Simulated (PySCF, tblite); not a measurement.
Bond stretch in NH, triplet.

Methods: GFN2-xTB, 300 K electronic temperature (tblite); UCCSD(T) = PySCF with CCSD(T) on UHF/6-31G, 1 core orbital frozen.

Energies relative to the lowest point of each curve near equilibrium, in kJ/mol; the last columns give the difference from UCCSD(T):

| R / Å | GFN2-xTB | UCCSD(T) | GFN2-xTB − UCCSD(T) |
|---|---|---|---|
| 0.84 | 99.6 | 134.4 | -34.8 |
| 0.89 | 45.4 | 70.8 | -25.3 |
| 0.93 | 19.7 | 37.7 | -18.0 |
| 0.97 | 5.5 | 16.6 | -11.1 |
| 1.00 | 0.6 | 7.0 | -6.4 |
| 1.04 | 0.0 | 0.8 | -0.8 |
| 1.07 | 3.0 | 0.0 | 3.0 |
| 1.10 | 8.2 | 1.8 | 6.4 |
| 1.16 | 23.7 | 11.4 | 12.3 |
| 1.21 | 39.9 | 23.5 | 16.4 |
| 1.30 | 73.4 | 50.4 | 22.9 |
| 1.41 | 117.5 | 86.3 | 31.1 |
| 1.57 | 182.8 | 135.3 | 47.5 |
| 1.70 | 233.3 | 168.4 | 64.9 |
| 1.87 | 292.6 | 201.1 | 91.5 |
| 2.07 | 350.6 | 225.5 | 125.1 |
| 2.30 | 402.4 | 239.9 | 162.5 |
| 2.52 | 439.3 | 245.7 | 193.6 |
| 2.82 | 473.8 | 248.3 | 225.5 |
| 3.13 | 494.8 | 248.9 | 245.9 |
| 3.68 | — | 249.3 | — |
| 4.20 | — | 249.5 | — |

GFN2-xTB is furthest from UCCSD(T) at 3.13 (245.9 kJ/mol, above); its mean absolute difference over the points is 67.3 kJ/mol.

A dash means that the run gave no value there, or that the column was ended at a point which the program doubted or which failed a test of continuity chosen for this set; such a test can also cut sound points.

The unrestricted determinant behind UCCSD(T) is spin-contaminated at 1.30 to 4.20 Å (<S²> up to 3.0, against 2.00 for a pure triplet).
